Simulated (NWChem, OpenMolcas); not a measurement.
**The same job for NWChem**

This OpenMolcas 26.06 job computes doublet BH−:

run.input:
```
* BH Kohn-Sham DFT

&GATEWAY
 BasLib=$CurrDir
 Coord
 2
 angstrom
 B        0.000000       0.000000       0.000000
 H        0.000000       0.000000       1.232400
 Basis=def2-TZVPPD
 Group=NoSym

&SEWARD
 GridInput
 Grid=UltraFine
 End of Grid

&SCF
 UHF
 Charge=-1
 Spin=2
 KSDFT=PBE
 Thresholds=1e-10 1e-07 1e-07 1e-05
 PrOrbitals=0
```

```bash
$ export MOLCAS_MEM=1860
$ pymolcas run.input > run.log
```

(Basis files named in the input come from the Basis Set Exchange and aren't shown.)

The bond length is the one measured for the parent species.

The HOMO lies above zero, from self-interaction, a short basis or an unbound electron.

It gives a total energy of -25.248787 Eh.

**Question.** How is this level of theory, on these atoms, set up in NWChem 7.3.0 as an ASE script?

**Answer.** This input was run:

run.py:
```python
from ase import Atoms
from ase.calculators.nwchem import NWChem

mol = Atoms(['B', 'H'], positions=[
    [0.000000, 0.000000, 0.000000],
    [0.000000, 0.000000, 1.232400],
])

calc = NWChem(
    label='bh',
    theory='dft',
    memory='2200 mb',
    basis='def2-TZVPPD',
    basispar='spherical bse',
    charge=-1,
    dft={'xc': 'xpbe96 cpbe96', 'mult': '2', 'grid': 'xfine', 'convergence': 'energy 1e-08', 'iterations': '100', 'mulliken': None, 'print': 'low'},
    task='energy',
)
mol.calc = calc

e = mol.get_potential_energy()
print(f"E = {e:.6f} eV")
```

```bash
$ export ASE_NWCHEM_COMMAND="nwchem PREFIX.nwi > PREFIX.nwo"
$ python run.py
```

Its energy is -25.248787 Eh, 0.000 mEh from the first.
